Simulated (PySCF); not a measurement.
# How the numerical set-up moves the result for SF⁺ (triplet)

The method stays; parts of the set-up, such as the basis or the Hamiltonian, are changed.

The runs use PySCF 2.14.0; each script names its method and basis.

1 further run of the same task is left out (it didn't finish).

## (1) Starting geometry

SF⁺ (triplet): 2 atoms, charge 1, spin multiplicity 3.

No contacts short enough for the rule that draws bonds.

## (2) The run that the others are compared with

Input file input.py:

```python
from pyscf import gto, scf, cc

mol = gto.M(
    atom='S 0 0 0; F 0 0 1.955',
    basis='jorge-dzp-dkh',
    charge=1,
    spin=2,
    verbose=4,
)
mf = scf.ROHF(mol)
mf = mf.sfx2c1e()
mf.kernel()
mycc = cc.CCSD(mf, frozen=6)
mycc.kernel()
e = mycc.eeccsd(nroots=4)[0]
print('roots (eV) =', (e*27.211386).round(3))
mf.dip_moment()
print('orbital energies (hartree):', mf.mo_energy[..., max(0, mol.nelec[1]-3):mol.nelec[0]+3].round(4))
```

The run is started by

```sh
$ OMP_NUM_THREADS=1 python input.py
```

Its log is not repeated here.

In short: E(SCF) = -497.667372 Eh, 11 cycles, E(CCSD) − E(SCF) = -0.32290 Eh, excitation roots 0.000, 1.414, 1.414, 2.324 eV.

The bond length is a typed value, not an optimised one. The dipole of an ion depends on the origin. The triplet is typed in the script; nothing here shows that it is the ground state.

## (3) Minao (X2C off)

Run 1 changes basis set: jorge-dzp-dkh → minao; spin-free X2C: on → off.

Input file input.py:

```python
from pyscf import gto, scf, cc

mol = gto.M(
    atom='S 0 0 0; F 0 0 1.955',
    basis='minao',
    charge=1,
    spin=2,
    verbose=4,
)
mf = scf.ROHF(mol)
mf.kernel()
mycc = cc.CCSD(mf, frozen=6)
mycc.kernel()
e = mycc.eeccsd(nroots=4)[0]
print('roots (eV) =', (e*27.211386).round(3))
mf.dip_moment()
print('orbital energies (hartree):', mf.mo_energy[..., max(0, mol.nelec[1]-3):mol.nelec[0]+3].round(4))
```

The run is started by

```sh
$ OMP_NUM_THREADS=1 python input.py
```

## (4) 6-311g** (X2C off)

Run 2 changes basis set: jorge-dzp-dkh → 6-311g**; spin-free X2C: on → off.

input.py, as its differences from that of step 2:

```diff
@@ -4,3 +4,3 @@
     atom='S 0 0 0; F 0 0 1.955',
-    basis='jorge-dzp-dkh',
+    basis='6-311g**',
     charge=1,
@@ -10,3 +10,2 @@
 mf = scf.ROHF(mol)
-mf = mf.sfx2c1e()
 mf.kernel()
```

## (5) Ano-rcc-vdzp

Run 3 changes basis set: jorge-dzp-dkh → ano-rcc-vdzp.

input.py, as its differences from that of step 2:

```diff
@@ -4,3 +4,3 @@
     atom='S 0 0 0; F 0 0 1.955',
-    basis='jorge-dzp-dkh',
+    basis='ano-rcc-vdzp',
     charge=1,
```

## (6) 6-31g (X2C off)

Run 4 changes basis set: jorge-dzp-dkh → 6-31g; spin-free X2C: on → off.

input.py, as its differences from that of step 2:

```diff
@@ -4,3 +4,3 @@
     atom='S 0 0 0; F 0 0 1.955',
-    basis='jorge-dzp-dkh',
+    basis='6-31g',
     charge=1,
@@ -10,3 +10,2 @@
 mf = scf.ROHF(mol)
-mf = mf.sfx2c1e()
 mf.kernel()
```

What does the calculation give? Wanted: for each run, E(SCF); from base; after the SCF.

**Answer**, as computed:

| run | E(SCF) (hartree) | from base (eV) | cycles | functions | after the SCF |
| --- | --- | --- | --- | --- | --- |
| base | -497.667372 | 0 | 11 | 39 | CCSD correlation -8.786 eV, core frozen, first root 1.41 eV |
| minao (X2C off) | -496.447081 | not comparable | 11 | 14 | CCSD correlation -2.350 eV, core frozen, first root 1.47 eV |
| 6-311g** (X2C off) | -496.502431 | not comparable | 12 | 44 | CCSD correlation -9.342 eV, core frozen, first root 1.45 eV |
| ano-rcc-vdzp | -497.696412 | -0.7902 | 11 | 32 | CCSD correlation -8.938 eV, core frozen, first root 1.42 eV |
| 6-31g (X2C off) | -496.430829 | not comparable | 10 | 22 | CCSD correlation -5.308 eV, core frozen, first root 1.60 eV |

In words: ano-rcc-vdzp (32 functions) gives an energy 0.79 eV lower than jorge-dzp-dkh (39); size alone doesn't order basis sets of different families.
